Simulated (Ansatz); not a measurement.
# From barrier to diffusion: O in SrTiO3

Theory: Ansatz 0.2.0, DFT PBE, scalar-relativistic, plane waves, PAW. Settings: 420 eV cutoff, 2×2×2 k-mesh, shifted by half a step, Gaussian smearing of 0.02 eV, no spin polarisation.

Host crystal, relaxed:

```
Sr Ti O
1.0
     3.93642    0.00000    0.00000
     0.00000    3.93642    0.00000
     0.00000    0.00000    3.93642
Sr Ti O
1 1 3
Direct
  0.00000 0.00000 0.00000
  0.50000 0.50000 0.50000
  0.50000 0.00000 0.50000
  0.50000 0.50000 0.00000
  0.00000 0.50000 0.50000
```

In a supercell of 40 host sites with charge +2, O trades places with a neighbouring O vacancy, moving 2.50 Å. Climbing-image nudged elastic band at fixed cell; the order of the saddle wasn't checked, and the small cell leaves errors of about a tenth of an eV.

```tsv
image	path (Å)	E − E(0) (eV)
0	0.00	0.000
1	0.53	0.044
2	1.07	0.271
3	1.60	0.403
4	2.13	0.271
5	2.67	0.044
6	3.20	0.000
```

Question: What are the barriers forward and back, and what attempt frequency does the shape suggest?

Answer: Forward 0.40 eV, back 0.40 eV, the ends being level. For a sinusoidal profile E_b sin²(πx/l), with the O atom alone moving, ν = (1/l)√(E_b/2m) = 4.4×10¹² s⁻¹, within an order of magnitude of the customary 10¹³ s⁻¹; a true prefactor needs the vibrations at the minimum and at the saddle.

Question: With ν = 10¹³ s⁻¹, how often does the exchange happen at 300, 600 and 1000 K once atom and vacancy are neighbours, taking the host as solid throughout? Does that give the diffusivity?

Answer: k = ν exp(−E_b/k_BT):
| T (K) | k (1/s) | wait (s) |
| --- | --- | --- |
| 300 | 1.7×10⁶ | 5.8×10⁻⁷ |
| 600 | 4.2×10⁹ | 2.4×10⁻¹⁰ |
| 1000 | 9.4×10¹⁰ | 1.1×10⁻¹¹ |

No. The atom can jump only when a vacancy is beside it, so where vacancies are thermal the activation energy of diffusion adds the vacancy's formation energy; where doping, quenching or off-stoichiometry fixes their number, it doesn't. And repeated exchanges only swap the two back and forth: O gets on when the vacancy moves round it by other jumps, which the correlation factor counts. An error of 0.1 eV in the barrier changes k by a factor of 48 at 300 K and 3.2 at 1000 K.

Cost: 1 run of about 2.5 core-hours, on AMD EPYC (Zen 3) (shared hosts).